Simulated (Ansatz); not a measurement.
in.yaml

```yaml
crystal:
  periodic: [false, false, false]
  atoms:
    - {symbol: Ge, position_ang: [0.000000, 0.000000, 1.829607]}
    - {symbol: C, position_ang: [0.000000, 0.000000, -0.038606]}
    - {symbol: Si, position_ang: [0.000000, 0.000000, -1.791001]}
basis:
  gaussian: {orbitals: cc-pVDZ}
total_charge: 1
magnetization: {spin_polarized: false, initial_magnetization: 1}
correlation: {method: fic_mrcisd_q, electrons: outside_noble_gas, active_space: {window: {electrons: 9, orbitals: 9}}}
```

```sh
$ ansatz run in.yaml --threads 1 --pin off --events-out ev --progress --plain --max-ram 2393MiB
```

Output:

```
647 factors; integrals over basis functions are off by at most 8.8e-4 eV
mean field evaluation 1: about -65344.6048 eV, gradient 5.3e1 eV
mean field evaluation 2: about -65344.6102 eV, gradient 5.3e1 eV
mean field evaluation 4: about -65353.5384 eV, gradient 4.9e0 eV
mean field evaluation 8: about -65353.6644 eV, gradient 3.2e-1 eV
mean field evaluation 16: about -65353.6790 eV, gradient 1.2e0 eV
mean field evaluation 32: about -65353.6920 eV, gradient 5.0e-1 eV
mean field evaluation 64: about -65351.7953 eV, gradient 2.4e-3 eV
mean field evaluation 96: about -65355.4889 eV, gradient 2.2e-6 eV
mean field evaluation 128: about -65351.0827 eV, gradient 9.1e0 eV
mean field evaluation 160: about -65353.6774 eV, gradient 2.7e-1 eV
mean field -65355.48890035 eV, -2401.7699175463 hartree, gradient 1.7e-6 eV, S^2 0.750000; 10 other end points of the search recorded, 0 dependent functions left out
reference -65355.48890035 eV, -2401.7699175463 hartree; 26, 25 occupied and 33, 34 virtual orbitals, 647 factors
state -65357.88958458 eV, -2401.8581410646 hartree
...
state -65357.88958458 eV, -2401.8581410646 hartree; corrected -65362.90890248 eV, -2402.0425975952 hartree
state -65357.57558941 eV, -2401.8466019551 hartree
...
contracted CI cycle  10: correlation -4.79250723 eV, -0.1761213922 hartree, residual 7.41e-4 eV
state -65357.57558941 eV, -2401.8466019551 hartree; corrected -65362.88256137 eV, -2402.0416295772 hartree
state -65357.88958458 eV, -2401.8581410646 hartree; corrected -65362.90890248 eV, -2402.0425975952 hartree
state -65357.36688582 eV, -2401.8389322394 hartree
contracted CI cycle   1: correlation 0.00000000 eV, 0.0000000000 hartree, residual 1.71e1 eV
contracted CI cycle   2: correlation -4.72377199 eV, -0.1735954187 hartree, residual 3.61e0 eV
contracted CI cycle   3: correlation -4.96951371 eV, -0.1826262605 hartree, residual 9.88e-1 eV
contracted CI cycle   4: correlation -4.98903142 eV, -0.1833435229 hartree, residual 2.81e-1 eV
contracted CI cycle   5: correlation -4.99065940 eV, -0.1834033500 hartree, residual 8.00e-2 eV
contracted CI cycle   6: correlation -4.99078561 eV, -0.1834079884 hartree, residual 2.36e-2 eV
contracted CI cycle   7: correlation -4.99079583 eV, -0.1834083637 hartree, residual 7.76e-3 eV
contracted CI cycle   8: correlation -4.99079693 eV, -0.1834084044 hartree, residual 2.65e-3 eV
contracted CI cycle   9: correlation -4.99079707 eV, -0.1834084096 hartree, residual 9.86e-4 eV
state -65357.36688582 eV, -2401.8389322394 hartree; corrected -65362.87425566 eV, -2402.0413243480 hartree
state -65357.88958458 eV, -2401.8581410646 hartree; corrected -65362.90890248 eV, -2402.0425975952 hartree
2 active orbitals were swapped for others, from the solution at -65357.57544796 eV, -2401.8465967569 hartree to that at -65357.88952664 eV, -2401.8581389354 hartree; typed "places" are swapped only where nearly empty or full, and so, without "given_window_search", are "orbital_numbers", "shells" and a window whose orbitals a file names under [Active]
Total energy: -65362.90890248 eV, -2402.0425975952 hartree
```

Natural occupations: 1.9818 1.9737 1.9576 1.9462 0.9971 0.0527 0.0432 0.0247 0.0229.

Ran on 1 thread of Arm Neoverse V2, shared host: 58 s wall, 0.42 GiB peak host memory.
